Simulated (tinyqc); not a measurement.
Worked calculation: Pariser-Parr-Pople SCF with singles CI, for the molecule C1=CC=C1 (SMILES; centres numbered as the heavy atoms are written). One step of it, computed by the program tinyqc.

Task: Iteration 2: Fock matrix. F_rr = H_rr + P_rr gamma_rr / 2 + sum_(s != r) P_ss gamma_rs; F_rs = H_rs - P_rs gamma_rs / 2; E = tr P (H + F) / 2 + core repulsion sum_(r<s) z_r z_s gamma_rs.

P after iteration 1:
```
           1C        2C         3C        4C
1C   1.465604  0.498306  -0.534396  0.498306
2C   0.498306  0.534396   0.498306  0.534396
3C  -0.534396  0.498306   1.465604  0.498306
4C   0.498306  0.534396   0.498306  0.534396
```

core matrix H (eV):
```
            1C          2C          3C          4C
1C  -26.249286   -2.390000    0.000000   -2.390000
2C   -2.390000  -26.249286   -2.390000    0.000000
3C    0.000000   -2.390000  -26.249286   -2.390000
4C   -2.390000    0.000000   -2.390000  -26.249286
```

repulsion gamma_rs (eV):
```
           1C         2C         3C         4C
1C  11.130000   5.345397   4.398492   5.345397
2C   5.345397  11.130000   5.345397   4.398492
3C   4.398492   5.345397  11.130000   5.345397
4C   5.345397   4.398492   5.345397  11.130000
```

Centres (angstrom, eV; a flat drawing with bonds scaled to 1.40 angstrom):

| centre | x | y | core charge z | W | gamma_rr |
|---|---|---|---|---|---|
| 1C | 0.990000 | 0.000000 | 1 | 11.160000 | 11.130000 |
| 2C | 0.000000 | 0.990000 | 1 | 11.160000 | 11.130000 |
| 3C | -0.990000 | 0.000000 | 1 | 11.160000 | 11.130000 |
| 4C | 0.000000 | -0.990000 | 1 | 11.160000 | 11.130000 |

Give: F; pi energy.

Result:

F (eV):
```
         1C       2C       3C       4C
1C  -5.9336  -3.7218   1.1753  -3.7218
2C  -3.7218  -5.2564  -3.7218  -1.1753
3C   1.1753  -3.7218  -5.9336  -3.7218
4C  -3.7218  -1.1753  -3.7218  -5.2564
```

pi energy = -47.2637 eV
